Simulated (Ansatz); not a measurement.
Worked example: correlation energy of [OH···H···OH], doublet

Geometry: a point of a hydrogen-transfer path between rigid fragments, not a stationary point.

```xyz
5

O    -1.2500    0.0004    0.0000
H    -1.4993    0.9270    0.0000
H    -0.0530    0.0004    0.0000
O     1.2530    0.0004    0.0000
H     1.5049   -0.9396    0.0000
```

Basis cc-pVDZ; Ansatz 0.2.0. Correlated methods freeze the noble-gas cores, which leaves 15 electrons in 41 orbitals. Prefix R: restricted or restricted open-shell reference; prefix U: unrestricted.

Full CI isn't at hand for all of this; UCCSDT(Q) serves as the reference, and is uncertain by about the last step of the cluster series.

The cluster runs stand on a determinant 0.04 eV above the lowest UHF solution, chosen by trial CCSD; the correlation energy below is counted from it.

Runs differ by some tens of microhartree through their thresholds and, for an open shell, their frozen cores, so steps under 0.03 kcal/mol mean nothing.

| level | total energy (hartree) |
| --- | --- |
| UHF determinant under the cluster runs | -151.367229 |
| UMP2 | -151.737602 |
| UCCSD | -151.764333 |
| UCCSD(T) | -151.772010 |
| UCCSDT | -151.772702 |
| UCCSDT(Q) | -151.773827 |

Problem. What is the correlation energy at UCCSDT(Q), and what share of it do UMP2 and UCCSDT recover?

Solution. E(corr) = -151.773827 − (-151.367229) = -0.406598 hartree = -11.064 eV. UMP2: -0.370373 / -0.406598 = 91.09 %. UCCSDT: -0.405473 / -0.406598 = 99.72 %.

Problem. By how many kcal/mol does UCCSD(T) miss UCCSDT(Q) (1 hartree = 627.509 kcal/mol), and which steps make up the rest?

Solution. -151.772010 − (-151.773827) = 0.001817 hartree = 1.14 kcal/mol. Steps: UCCSDT − UCCSD(T) = -0.43, UCCSDT(Q) − UCCSDT = -0.71 kcal/mol. Differences between like states or geometries often cancel part of this.
